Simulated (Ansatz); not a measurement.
## C3H5NO, SMILES NC1=COC1: a single point in a Gaussian basis

Computed with Ansatz 0.2.0 through its Python package.

Script `energy_c3h5no.py`:
```python
"""Electronic structure of the C3H5NO molecule."""

import ansatz as az
import numpy as np
from rdkit import Chem
from rdkit.Chem import AllChem

# start geometry from RDKit
rd = Chem.AddHs(Chem.MolFromSmiles("NC1=COC1"))
AllChem.EmbedMolecule(rd, randomSeed=188)
AllChem.UFFOptimizeMolecule(rd)
geometry = az.Crystal.molecule()
for atom, xyz in zip(rd.GetAtoms(), rd.GetConformer().GetPositions()):
    geometry = geometry.atom(atom.GetSymbol(), xyz.round(5).tolist())

setup = (
    geometry.calculation()
    .basis(gaussian="def2-SVP")
    .functional("b3lyp", dispersion="d4")
    .forces()
)
data = setup.session().plan(threads=1).execute().report

print("reference energy %16.6f eV" % data["reference_energy_ev"])
print("total energy     %16.6f eV" % data["free_energy_ev"])
print("occupied (up, down):", data["n_occupied"], " virtual:", data["n_virtual"], " frozen:", data["n_frozen"])

field = data["mean_field"]
print("<S^2> =", round(abs(field["state"]["spin_squared"]), 4), " relativity:", field["relativity"])
print("passes:", field["passes"])
if "symmetry" in field:
    print("occupied orbitals by irrep:", field["symmetry"]["occupied"])

symbols = [site.symbol for site in geometry.cartesian_sites]
forces = np.array(data["forces_ev_ang"])
print("largest force", round(float(np.linalg.norm(forces, axis=1).max()), 4), "eV/A, rms", round(float(np.sqrt((forces ** 2).mean())), 4))

charges = data["charge_distribution"]
print("dipole moment", round(4.803205 * float(np.linalg.norm(charges["dipole_moment_e_ang"])), 3), "D")
print("Mulliken:", [(s, round(q, 3)) for s, q in zip(symbols, charges["mulliken_charges_e"])])
```

```console
$ python energy_c3h5no.py
reference energy     -6721.615184 eV
total energy         -6721.888474 eV
occupied (up, down): [19, 19]  virtual: [76, 76]  frozen: 0
<S^2> = 0.0  relativity: none
passes: {'evaluations': 16, 'products': 12}
occupied orbitals by irrep: [{'A': 19}, {'A': 19}]
largest force 4.7738 eV/A, rms 1.4074
dipole moment 3.234 D
Mulliken: [('N', -0.172), ('C', -0.04), ('C', -0.012), ('O', -0.309), ('C', 0.244), ('H', 0.136), ('H', 0.131), ('H', -0.014), ('H', 0.018), ('H', 0.018)]
```

Caveats:
- Total energies depend on the basis set; only differences at equal settings carry meaning.
- The geometry is a force-field or estimated start, not a minimum of this method, and the basis set is short of its limit.
- Total less reference energy is the dispersion correction.
- b3lyp holds the VWN-RPA fit, as in Gaussian; the form of ORCA and Turbomole is b3lyp5.
- Timing: 5.2 s on 1 thread of Intel(R) Xeon(R) Platinum 8259CL CPU @ 2.50GHz (Skylake/Cascade Lake), with other jobs on the host, peak memory 0.3 GiB.

(Lines on the test bed's own set-up are left out of the output.)
